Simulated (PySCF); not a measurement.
Species: C3H6O2.
SMILES: `C(=O)(C)OC`

The calculation used TDDFT CAM-B3LYP/def2-SVPD, vertical, gas phase, core orbitals frozen in the response (PySCF). Geometry: GFN2-xTB, one conformer, isolated molecule. Torsions of this conformer, `[CH3:1][O:2][C:3]([CH3:4])=[O:5]`: C1–O2–C3–C4 179°.

Each state is given a Gaussian of 0.4 eV full width at half maximum, with ε(max) = 2.175×10⁸ f / Δν̃ (Δν̃ the width in cm⁻¹). The width is an assumption, not a result. The curve ends short of the highest state used, and states not computed would add to its high-energy end.

| E (eV) | ε (L mol⁻¹ cm⁻¹) |
| --- | --- |
| 5.39 | 0 |
| 5.47 | 1 |
| 5.55 | 2 |
| 5.62 | 5 |
| 5.70 | 13 |
| 5.78 | 26 |
| 5.86 | 42 |
| 5.94 | 54 |
| 6.01 | 56 |
| 6.09 | 48 |
| 6.17 | 33 |
| 6.25 | 18 |
| 6.33 | 8 |
| 6.40 | 3 |
| 6.48 | 1 |
| 6.56 | 0 |
| 6.64 | 0 |
| 6.71 | 0 |
| 6.79 | 0 |
| 6.87 | 0 |
| 6.95 | 0 |
| 7.03 | 0 |
| 7.10 | 0 |
| 7.18 | 3 |
| 7.26 | 13 |
| 7.34 | 49 |
| 7.41 | 128 |
| 7.49 | 316 |
| 7.57 | 623 |
| 7.65 | 986 |
| 7.73 | 1271 |
| 7.80 | 1388 |
| 7.88 | 1494 |
| 7.96 | 1984 |
| 8.04 | 3380 |
| 8.11 | 5476 |
| 8.19 | 8313 |
| 8.27 | 10364 |
| 8.35 | 10467 |
| 8.43 | 8552 |
| 8.50 | 6035 |
| 8.58 | 3349 |
| 8.66 | 1540 |
| 8.74 | 616 |

Q: Locate the maxima and give the states behind the curve.

A: 207 nm (5.99 eV), ε about 57, made up of S1 (100%); 149 nm (8.31 eV), ε about 11000, made up of S3 (93%) (ε in L mol⁻¹ cm⁻¹; maxima over ε = 5, shares over 10%). The states used: S1 5.99 eV (f 0.0008); S2 7.77 eV (f 0.019); S3 8.31 eV (f 0.147); S4 8.43 eV (f 0.014); S5 8.82 eV (f 0.0009); S6 8.88 eV (f 0.0001); S7 9.31 eV (f 0.018); S8 9.34 eV (f 0.0003).

Q: On this curve, what absorbance would a 10⁻⁵ mol/L sample give at 193 nm over a 1 cm path?

A: 193 nm is 6.424 eV, where ε is about 2.2 L mol⁻¹ cm⁻¹, so A = ε c l ≈ 2.2e-05 (Beer–Lambert, with the gas-phase spectrum and the assumed width).

Q: Coming from long wavelengths, where does ε first pass 100 L mol⁻¹ cm⁻¹?

A: At about 168 nm (7.39 eV), 1.40 eV above S1.

Q: What would ε be at 8.31 eV, the highest of these maxima, with half the width (0.2 eV)?

A: About 20600 L mol⁻¹ cm⁻¹ against 10700, a factor of about 1.9; a lone state at its own centre would give exactly 2.
